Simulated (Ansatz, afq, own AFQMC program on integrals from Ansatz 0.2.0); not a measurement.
Two steps: Ansatz 0.2.0 writes the Fock matrix and Cholesky factors of the valence space, and afq projects on them the lowest state that overlaps trial and start.

```yaml
crystal:
  periodic: [false, false, false]
  atoms:
    - {symbol: Ge, position_ang: [0.000000, 0.000000, 1.430501]}
    - {symbol: N, position_ang: [0.000000, 0.000000, -0.213910]}
    - {symbol: H, position_ang: [0.000000, 0.000000, -1.216591]}
basis:
  gaussian: {orbitals: cc-pVTZ}
magnetization: {spin_polarized: false}
correlation: {method: ccsd_t, electrons: outside_noble_gas, hamiltonian_folder: ham}
```

```sh
$ ansatz run in.yaml --threads 1 --pin off --events-out ev --progress --plain --max-ram 24576MiB --backend cuda --devices 0, --max-vram 18GiB
```

Options of the walk:

```
--method free --trial cisd --walkers 3000 --time-step 0.03 --max-blocks 4000 --target-error 0.00038 --factor-cut 1e-05 --seed 9726 --times 0,0.21,0.42,0.81,1.2,1.8,2.4,3 --taylor-order 8
```

Times are imaginary, in 1/Eh. The walk had a cap of 119 s. Filled inner d shells are frozen with the cores.

Output of the walk:

```
orbitals 72  electrons 5 5  factors 492 of 545
reference energy -2130.42754858 Eh
CCSD correlation -0.31560300 Eh in 11 cycles, weight of the determinant in the CISD state 0.8615
repeat  energy at the last time / Eh  error
    10  -2130.762568  0.000725
    20  -2130.763043  0.000462
    30  -2130.762926  0.000359
time / (1/Eh)  energy / Eh  error  mean overlap
  0.00  -2130.743101  0.000180  1.1606
  0.21  -2130.752976  0.000150  1.1588
  0.42  -2130.756807  0.000162  1.1578
  0.81  -2130.759596  0.000150  1.1610
  1.20  -2130.761066  0.000174  1.1645
  1.80  -2130.762080  0.000211  1.1682
  2.40  -2130.762604  0.000232  1.1714
  3.00  -2130.762818  0.000362  1.1768
energy -2130.762818 +/- 0.000362 Eh
```

The run passed its tests (error under three times the target), which doesn't prove that it has relaxed.

Against this walk (error 9.9 meV) on the same determinant: CCSD(T) 32.0 meV higher, CCSDT(Q) 25.8 meV lower, the released energy of a separate walk with a CISD trial 15.7 ± 11.2 meV lower (within the noise). The error is statistical, and a free projection of finite length keeps a remainder of its start. The projection is still falling at its last time (meV from the last point: 88 ± 4 at 0.81, 48 ± 5 at 1.20, 20 ± 6 at 1.80, 6 ± 6 at 2.40, 0 ± 10 at 3.00), so its energy is a cut-off value, and the gaps above aren't errors of the other methods.

Cautions: remainder of the start not in the error; no relativity below Rb; no spin-orbit coupling; inner d shell frozen; raised T1 diagnostic (T1 0.025, weight of the determinant 0.86, largest double 0.08).

The walk took 75 s on 1 × NVIDIA H100 80GB HBM3 with 2 threads of AMD EPYC 7R13 Processor (Zen 3), with other jobs on the host (the card was shared). The log's last line is the free-projection energy.

CCSDT and higher add their correlation energy to the determinant of the CCSD(T) run, since their own runs factorise the integrals more tightly (a shift of under 2 meV). A walk keeps the symmetry of its determinant, which the program's search chose and which needn't be the lowest solution, so a lower state of the same spin and another symmetry isn't excluded.
